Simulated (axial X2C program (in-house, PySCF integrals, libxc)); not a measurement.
# Density and ELF of AlC⁺

Computed with an axial X2C code built on PySCF integrals. The Hamiltonian is the X2C one with the speed of light multiplied by 100, which is the non-relativistic limit. Basis: Al dyall-v3z [8s7p2d1f], C dyall-v3z [7s6p2d1f] (cores contracted in-house); Gaussian nuclei, density fitting, unrestricted open shells. Masses: Al 26.982 u, C 12.000 u.

PBE0, non-relativistic, state M_S = 1, Λ = 0 (beyond evenly filled blocks: π+α, π-α); Al at z = 0, C at z = 1.952 Å.

The maps cover the half plane through the axis: z from -2.4 to 4.2 Å along the bond, ρ from 0.15 to 2.25 Å away from it (steps of 0.3 Å, the bottom row nearest the axis).

log10 of the density in e/bohr³:

digits 0 to 9 span -5.42 to 0.98 evenly
```
01122233333333322221100
11223333333333333322110
12233444444444444332211
22334455555555555443221
23344555555555665544321
23445556666666666554322
33455567876667777654332
33455678987677887654432
```

Electron localisation function (collinear form, no current term, damped to 0 at low density):

digits 0 to 9 span 0.00 to 1.00 evenly
```
00000011100000000000000
00013676532111111000000
00168999863223444210000
01699999875446776531000
04999996445667888752000
17999940003678998863100
29999704740688668874100
39999418381484454774100
```

Axial spin density in 10⁻³ e/bohr³:

digits 0 to 9 span -12.40 to 12.40 evenly, values beyond are clipped
```
44444444455555555555555
44444444455555555555555
44444444455555555555555
44444333456667776655555
44443222457899999765555
44432001368999999975555
44431003458999999986555
44420001767989999996555
```

The state is one determinant whose occupation by symmetry is held fixed; it was picked as the lowest of a PBE0 search that is not exhaustive. The determinant is spin-polarised beyond a pure state at some levels (its spin-free form has ⟨S²⟩ too high), which makes Re and μ there less reliable.
